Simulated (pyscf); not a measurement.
PySCF, gas phase, ωB97X-D3(BJ)/def2-SVP geometries.

Question: For the elementary gas-phase step `[CH3][GaH2]` + `[CH3]` [doublet] → `[CH3][CH3]` + `[GaH2]` [doublet] (doublet surface; C–Ga broken, C–C formed), what barrier and reaction energy does B3LYP-D3(BJ)/def2-TZVP give, measured from the separated reactants?

Answer: ΔE‡ = 25.1 kcal/mol, ΔE = -18.1 kcal/mol. ωB97M-D3(BJ)/def2-TZVP gives 30.5 kcal/mol and -18.8 kcal/mol. Zero-point energy shifts the barrier by +3.0 kcal/mol. It is a substitution at C, with an imaginary mode of 1228i cm⁻¹. This is the saddle that the search found; another between the same sides may lie lower. The angle at the attacked C is 159°. Elements up to Kr have no core potential and no relativistic terms here.
